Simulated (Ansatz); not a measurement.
in.yaml

```yaml
crystal:
  periodic: [false, false, false]
  atoms:
    - {symbol: Cl, position_ang: [0.000000, 0.000000, -1.435267]}
    - {symbol: H, position_ang: [0.000000, 0.000000, -0.156467]}
    - {symbol: Cl, position_ang: [0.000000, 0.000000, 1.591733]}
basis:
  gaussian: {orbitals: cc-pVDZ}
magnetization: {spin_polarized: false, initial_magnetization: 1}
correlation: {method: mp2, frozen_orbitals: {Cl: 0}}
scf: {lower_state_search: full}
output: {forces: true}
```

```sh
$ ansatz run in.yaml --threads 1 --pin off --events-out ev --progress --plain --max-ram 2393MiB
```

(1) One thing in this input was set wrong on purpose, beside settings that are merely unusual. What is the gravest fault, and what does the program do?

Results:

(1) Wrong frozen-orbital counts. How the run ends: refused.
```
Error: "frozen_orbitals" has no count for H
```
